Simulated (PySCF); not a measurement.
Gas-phase reaction: 3 H2CSiH2 + H ⇌ (CH3)3Si + 2 SiH2

Method: PySCF energies plus ideal-gas RRHO corrections (1 bar). † marks an energy on the PBE0/def2-TZVP geometry and frequencies; other levels use their own. MP2 freezes the core. Open shells (unrestricted): H (multiplicity 2), (CH3)3Si (multiplicity 2); the rest are closed-shell singlets. B3LYP is the form with VWN-RPA correlation. H2CSiH2, (CH3)3Si: computed as isolated molecules; such fragments, hydroxides, amides, oligomers or adducts are transient or little studied in the gas. MP2 isn't extrapolated to the basis-set limit; its ΔH°(298 K) is -221.1 kJ in def2-SVP and -210.7 kJ in def2-TZVPP. The harmonic model lacks anharmonicity and excited electronic states, which grow with temperature; levels with a mode under 35 cm⁻¹ are left out. Internal rotation in (CH3)3Si is treated as a harmonic vibration of one conformer, which makes the entropy rough.

```json
[
 {"level": "B3LYP/def2-TZVP†", "ΔE electronic, kJ": "-263", "ΔH°(298 K), kJ": "-230", "ΔS°(298 K), J/K": "-98", "ΔG°(600 K), kJ": "-170"},
 {"level": "MP2/def2-TZVPP†", "ΔE electronic, kJ": "-243", "ΔH°(298 K), kJ": "-211", "ΔS°(298 K), J/K": "-98", "ΔG°(600 K), kJ": "-151"},
 {"level": "PBE/def2-SVP", "ΔE electronic, kJ": "-253", "ΔH°(298 K), kJ": "-222", "ΔS°(298 K), J/K": "-99", "ΔG°(600 K), kJ": "-161"},
 {"level": "PBE/def2-TZVP†", "ΔE electronic, kJ": "-246", "ΔH°(298 K), kJ": "-214", "ΔS°(298 K), J/K": "-98", "ΔG°(600 K), kJ": "-154"},
 {"level": "PBE0/def2-QZVP†", "ΔE electronic, kJ": "-276", "ΔH°(298 K), kJ": "-243", "ΔS°(298 K), J/K": "-98", "ΔG°(600 K), kJ": "-183"},
 {"level": "PBE0/def2-TZVP", "ΔE electronic, kJ": "-276", "ΔH°(298 K), kJ": "-244", "ΔS°(298 K), J/K": "-98", "ΔG°(600 K), kJ": "-184"},
 {"level": "r2SCAN/def2-TZVP†", "ΔE electronic, kJ": "-248", "ΔH°(298 K), kJ": "-216", "ΔS°(298 K), J/K": "-98", "ΔG°(600 K), kJ": "-156"},
 {"level": "LDA/def2-TZVP†", "ΔE electronic, kJ": "-259", "ΔH°(298 K), kJ": "-227", "ΔS°(298 K), J/K": "-98", "ΔG°(600 K), kJ": "-167"},
 {"level": "ωB97M-V/def2-TZVP†", "ΔE electronic, kJ": "-283", "ΔH°(298 K), kJ": "-251", "ΔS°(298 K), J/K": "-98", "ΔG°(600 K), kJ": "-191"}
]
```
ΔH° is lowest at ωB97M-V/def2-TZVP† and highest at MP2/def2-TZVPP†. No reference value is set beside these.
